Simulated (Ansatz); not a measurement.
## Ansatz (development build ahead of 0.2.0) run

```yaml
crystal:
  periodic: [false, false, false]
  atoms:
    - { symbol: C, position_ang: [0.0, 0.0, 0.0] }
    - { symbol: H, position_ang: [0.0, 2.346, -1.6065] }
    - { symbol: O, position_ang: [0.0, 0.0, 1.176] }
basis:
  gaussian: { orbitals: cc-pVDZ }
magnetization:
  spin_polarized: true
  initial_magnetization: 1
hamiltonian:
  xc: hf
correlation:
  method: ccsd_t
  frozen_orbitals: { C: 1, H: 0, O: 1 }
```

The input is written out in the form of the current development build from the run's settings.

The run gave:

| Property | Result |
| --- | --- |
| Converged | yes |
| Reference energy | -113.23796 hartree |
| CCSD correlation energy | -0.30157 hartree |
| Triples correction | -0.01203 hartree |
| Total energy | -113.55156 hartree |
| Spin squared of the determinant | 0.750 |
